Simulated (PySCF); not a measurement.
## Computed data sheet: butadiene radical anion (`C=CC=C`) [SMILES of the parent framework; charge -1 and doublet state]

Butadiene radical anion, C4H6 (charge -1 and doublet state).
Bonds: C1–C2 (double), C2–C3, C3–C4 (double). Hydrogens: H5, H6 on C1; H7 on C2; H8 on C3; H9, H10 on C4.

PBE0-D3(BJ)/def2-SVP geometry optimisation, gas phase (PySCF):

* Point group: C2h
* Rotational constants A, B, C: 44.727, 4.125, 3.777 GHz

UKS B3LYP, IGLO-III on C, pcH-1 on H, non-relativistic, mean-field spin-orbit, GIAO (PySCF):

- Isotropic g value: 2.00272
- Principal g values: 2.00219, 2.00266, 2.00332
- Spin squared ⟨S²⟩: 0.759
- Largest Mulliken spin population: 0.49 on C1/C4
- Largest isotropic hyperfine couplings (means over sets of like nuclei): 13C +28.3 (C1/C4), 1H -27.6 (H6/H9), 1H -25.7 (H5/H10), 1H -7.6 (H7/H8), 13C -4.7 (C2/C3) MHz

Monoisotopic mass of the ion (most abundant isotopes, electron mass counted): 54.0475 u.

g_iso is shifted by about +400 ppm from the free-electron value 2.002319; the principal values span 0.0011. The rotational constants make it an asymmetric top with κ = (2B − A − C)/(A − C) = -0.98, nearer the prolate limit (−1). With B = h/(8π²I), that is 505.379 GHz u Å² over I, the principal moments of inertia are 11.3, 122.5 and 133.8 u Å² (most abundant isotopes). At 9.50 GHz, hν = g·μB·B₀ (B₀ the magnetic field) puts the centre of the isotropic spectrum, to first order, at 338.9 mT. ⟨S²⟩ is 0.009 above the pure-spin value S(S + 1) = 0.75.

Whether the extra electron is bound in the gas phase wasn't checked; a finite basis holds it in any case.

Conformer computed: `[CH2:1]=[CH:2][CH:3]=[CH2:4]`: C1–C2–C3–C4 180°.

One conformer stands for the species.
